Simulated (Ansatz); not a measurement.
# How far each method lies from full CI for [H···H···S], triplet

Geometry: a point of a hydrogen-transfer path between rigid fragments, not a stationary point.

```xyz
3

H     0.0000    0.0000   -1.2533
H     0.0000    0.0000   -0.2413
S     0.0000    0.0000    1.4947
```

Basis 6-31G; Ansatz 0.2.0. Correlated methods freeze the noble-gas cores, which leaves 8 electrons in 12 orbitals. R marks a restricted (for open shells ROHF) determinant, U an unrestricted one. Active spaces: pair = (4e, 4o) about the gap; valence = (8e, 6o) chosen from the atoms' valence shells.

Full CI is exact within this basis and frozen core; it isn't the basis-set limit. The frozen core follows each run's orbitals, which can shift R against U totals by a few meV.

For open shells CISD and CISDTQ are restricted-active-space CI with the open shells as a complete middle space.

```
UHF ⟨S²⟩                          : 2.060
T1 diagnostic (RCCSD)             : 0.0318
largest doubles amplitude (RCCSD) : 0.110
T1 diagnostic (UCCSD)             : 0.0177
```

```csv
level,E − E(full CI) (mEh),share of correlation (%),wall time
RHF,64.90,0.00,–
UHF,56.03,13.66,–
RMP2,19.56,69.87,–
UMP2,17.79,72.59,–
CISD,2.29,96.47,0.45 s
RCCSD,0.69,98.93,–
UCCSD,0.63,99.03,–
RCCSD(T),0.17,99.73,0.48 s
UCCSD(T),0.17,99.73,0.45 s
BCCD(T),0.19,99.71,0.54 s
RCCSDT,0.03,99.95,–
UCCSDT,0.02,99.97,–
CISDTQ,0.03,99.96,0.81 s
RCCSDT(Q),0.01,99.99,2.4 s
UCCSDT(Q),0.00,99.99,2.1 s
RCCSDTQ,0.00,99.99,12 s
UCCSDTQ,0.00,100.00,12 s
CASSCF (pair space),33.68,48.11,–
NEVPT2 (pair space),7.94,87.76,0.33 s
MRCISD (pair space),1.11,98.30,–
MRCISD+Q (pair space),0.43,99.34,0.57 s
CASSCF (valence space),32.05,50.61,–
NEVPT2 (valence space),9.87,84.79,0.24 s
MRCISD (valence space),0.99,98.48,–
MRCISD+Q (valence space),0.38,99.41,0.54 s
```

The correlation energy at full CI, counted from RHF, is -1.766 eV. That run took 0.9 s on 1 thread of Arm Neoverse V1, shared host over 61,184 determinants.

Times hold each run's SCF and search for its determinant on a shared host, so for small cases they say little of a method's own cost; they ran on 1 thread of Arm Neoverse V1.

The full-CI state has the irrep B2 of C2v, in the program's axes (one component, if the state is degenerate).

Natural occupations of full CI about the gap: 1.988 1.986 1.945 0.999 0.997 0.051 0.013 0.007 0.005 0.004; effectively unpaired electrons, Σ n²(2−n)², 2.02.
